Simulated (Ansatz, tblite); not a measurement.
# The cluster Zr₃−: one state, many levels

How do method and basis change the picture of the cluster Zr₃− (doublet)?

The runs use Ansatz 0.2.0, Gaussian basis; as each input shows.

Levels to be run: GFN1-xTB, GFN2-xTB, r2SCAN-D4/def2-TZVPD, PBE-QIDH/def2-TZVPD, r2SCAN0-D4/def2-TZVPD, B2PLYP/def2-TZVPD, BHLYP-D4/def2-TZVPD, LC-ωPBE/def2-TZVPD, PBE+5HF/def2-TZVPD, PBE+10HF/def2-TZVPD, PBE+15HF/def2-TZVPD, PBE+35HF/def2-TZVPD, PBE+50HF/def2-TZVPD, PBE-D4/def2-SVPD, PBE0-D4/def2-SVPD, CCSD(T)/def2-TZVPD, RPA/def2-TZVPD.

1 further run of the same task is left out (it didn't finish). Runs told in other sessions of the task aren't counted.

### Step 1. The structure

The geometry is that of the doublet, from an earlier relaxation (r2SCAN-D4/def2-TZVPD). At that level it is the lowest of the isomers that a small search found.

3 atoms, charge -1, spin multiplicity 2.

Bond lengths: Zr1–Zr2 2.683 Å, Zr1–Zr3 2.682 Å, Zr2–Zr3 2.620 Å. Angles: Zr2–Zr1–Zr3 58.5°, Zr1–Zr2–Zr3 60.8°, Zr1–Zr3–Zr2 60.8°.

Zr takes a core potential in the def2 sets. No spin-orbit coupling is included. The ion is computed in the gas phase, without counter-ions or solvent.

PBE-D4/def2-TZVPD was run before; its log isn't repeated, and its numbers join the tables.

### Step 2. GFN1-xTB

Tight binding, by tblite at 300 K electronic temperature and without a spin-polarisation term:

```python
tblite.interface.Calculator('GFN1-xTB', numbers, positions, charge=-1, uhf=1).singlepoint()
```

Energy -113.9884 eV; 0.004 s.

### Step 3. GFN2-xTB

Tight binding, by tblite at 300 K electronic temperature and without a spin-polarisation term:

```python
tblite.interface.Calculator('GFN2-xTB', numbers, positions, charge=-1, uhf=1).singlepoint()
```

Energy -119.1184 eV; 0.004 s.

### Step 4. r2SCAN-D4/def2-TZVPD

start.molden holds the orbitals of an earlier run on this state, given as this run's starting guess.

in.yaml reads:

```yaml
crystal:
  periodic: [false, false, false]
  atoms:
    - {symbol: Zr, position_ang: [-0.660263, -0.684686, 1.237137]}
    - {symbol: Zr, position_ang: [0.618430, -0.834697, -1.116317]}
    - {symbol: Zr, position_ang: [0.041843, 1.519384, -0.120820]}
basis:
  gaussian: {orbitals: def2-TZVPD, initial_orbitals: start.molden}
total_charge: -1
magnetization: {spin_polarized: true, initial_magnetization: 1}
hamiltonian: {xc: r2scan, dispersion: d4}
scf: {omitted_lower_state_checks: [starts]}
output: {forces: true, orbitals: {seedname: orbitals}}
```

On the command line:

```console
$ ansatz run in.yaml --threads 4 --pin off --events-out ev --progress --plain --max-ram 3916MiB
```

The runs that follow: PBE-QIDH/def2-TZVPD; r2SCAN0-D4/def2-TZVPD; B2PLYP/def2-TZVPD; BHLYP-D4/def2-TZVPD; LC-ωPBE/def2-TZVPD; PBE+5HF/def2-TZVPD; PBE+10HF/def2-TZVPD; PBE+15HF/def2-TZVPD; PBE+35HF/def2-TZVPD; PBE+50HF/def2-TZVPD; PBE-D4/def2-SVPD; PBE0-D4/def2-SVPD; CCSD(T)/def2-TZVPD; RPA/def2-TZVPD.

**Question.** What will the summary of the whole plan be? Wanted: gap in def2-TZVPD, named functionals, smallest and largest; correlation energy, CCSD(T)/def2-TZVPD; ⟨S²⟩ in def2-TZVPD, named functionals, smallest and largest.

**Answer**, as computed:

| quantity | value |
| --- | --- |
| gap in def2-TZVPD, named functionals, smallest and largest | 0.34 eV (PBE-D4), 4.70 eV (LC-ωPBE) |
| correlation energy, CCSD(T)/def2-TZVPD | -25.23 eV |
| ⟨S²⟩ in def2-TZVPD, named functionals, smallest and largest | 1.839, 3.644 |

In words: Over the named functionals in def2-TZVPD the gap runs from 0.34 eV (PBE-D4) to 4.70 eV (LC-ωPBE); exact exchange widens it. Over the named functionals in def2-TZVPD spin contamination reaches 2.89 (LC-ωPBE), and every level is far from pure, so all describe a mixture with higher spin. PBE-D4, r2SCAN-D4 put the HOMO above zero; others here keep it below zero, so the sign hangs on the functional's self-interaction and doesn't show that the species is unbound. Notes on CCSD(T)/def2-TZVPD: large T1 diagnostic, spin contamination.
